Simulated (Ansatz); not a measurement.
**SO₂F₂: basis-set convergence**

One table from this session's results is given with a row withheld; the runs are named, their logs left out.

Program: Ansatz 0.2.0, Gaussian basis. Level of theory: one geometry, several basis sets. These are calculated values, not measurements.

Levels to be run: PBE0-D4/def2-SVP; ωB97M-V/def2-SVP; PBE0-D4/def2-QZVPP; ωB97M-V/def2-QZVPP; CCSD(T)/cc-pV(D+d)Z; CCSD(T)/cc-pV(T+d)Z; CCSD(T)/cc-pV(Q+d)Z; the functionals' def2-TZVPP values are taken from earlier runs.

### Structure used throughout

The geometry comes from an earlier relaxation with PBE0-D4 in a triple-zeta def2 set; it is a stationary point.

5 atoms, charge 0, spin multiplicity 1.

Atoms are counted from 1 here; the program's logs count them from 0.

Bond lengths: O1–S2 1.404 Å, S2–O3 1.404 Å, S2–F4 1.539 Å, S2–F5 1.539 Å. Angles: O1–S2–O3 124.9°, O1–S2–F4 108.1°, O1–S2–F5 108.1°, O3–S2–F4 108.1°, O3–S2–F5 108.1°, F4–S2–F5 95.6°.

Coordinates:

```tsv
atom	x (Å)	y (Å)	z (Å)
O1	-0.3882	-0.1511	1.4217
S2	0.0709	-0.0969	0.0959
O3	1.1296	-0.8622	-0.4187
F4	-1.1409	-0.2676	-0.8374
F5	0.3286	1.3778	-0.2614
```

The first run:

in.yaml reads:

```yaml
crystal:
  periodic: [false, false, false]
  atoms:
    - {symbol: O, position_ang: [-0.388173, -0.151073, 1.421719]}
    - {symbol: S, position_ang: [0.070873, -0.096864, 0.095874]}
    - {symbol: O, position_ang: [1.129589, -0.862245, -0.418749]}
    - {symbol: F, position_ang: [-1.140880, -0.267578, -0.837449]}
    - {symbol: F, position_ang: [0.328593, 1.377759, -0.261405]}
basis:
  gaussian: {orbitals: def2-SVP}
hamiltonian: {xc: pbe0, dispersion: d4}
output: {orbitals: {seedname: orbitals}}
```

Command:

```
$ ansatz run in.yaml --threads 2 --pin off --events-out ev --progress --plain --max-ram 32768MiB --backend cpu
```

Among the steps run: PBE0-D4 in def2-SVP; ωB97M-V in def2-SVP; PBE0-D4 in def2-QZVPP; ωB97M-V in def2-QZVPP.

One table of the session follows, with a row left open; its other results are not shown here.

It belongs to the step «Density functionals: the series». 

```
functional       basis  HOMO (eV)  LUMO (eV)
   PBE0-D4    def2-SVP     -10.44       0.63
   PBE0-D4  def2-TZVPP     -10.61       0.42
   PBE0-D4  def2-QZVPP          ?          ?
   ωB97M-V    def2-SVP     -12.79       3.04
   ωB97M-V  def2-TZVPP     -13.01       2.73
   ωB97M-V  def2-QZVPP     -13.05       2.04
```

Q: Estimate the row for PBE0-D4, def2-QZVPP from the others.

**Answer.** HOMO (eV): -10.64; LUMO (eV): 0.04. In the column «HOMO (eV)» it lies between ωB97M-V, def2-SVP (-12.79) and PBE0-D4, def2-TZVPP (-10.61).
